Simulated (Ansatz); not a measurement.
**Pyrite PtSb₂**

Method: PBE in Ansatz (plane waves, PAW).

Run with plane-wave cutoff 520 eV, 6×6×6 k mesh, Fermi–Dirac smearing 0.01 eV, scalar-relativistic PAW data made under PBE.

Cell: relaxed at this level.

- lattice constant a = 6.553 Å
- band gap = zero (no gap)

Measured, for comparison: band gap 0.11 eV (low temperature, zero-point motion not removed; as tabulated in Saeed et al. (2013), arXiv:1402.4256); lattice constant a 6.44 Å (temperature not stated, no zero-point or thermal correction; as tabulated in Saeed et al. (2013), arXiv:1402.4256). Computed (rounded) less measured: lattice constant a +1.8 %.

Note: the gap of the solid is closed in this run; this level leaves the solid without a gap, although one is measured.

Spin–orbit coupling is not included; it can open a gap where bands touch, and shift volumes and moduli.

The computed numbers hold no vibrational or temperature effects.

Ansatz is a first-principles code.
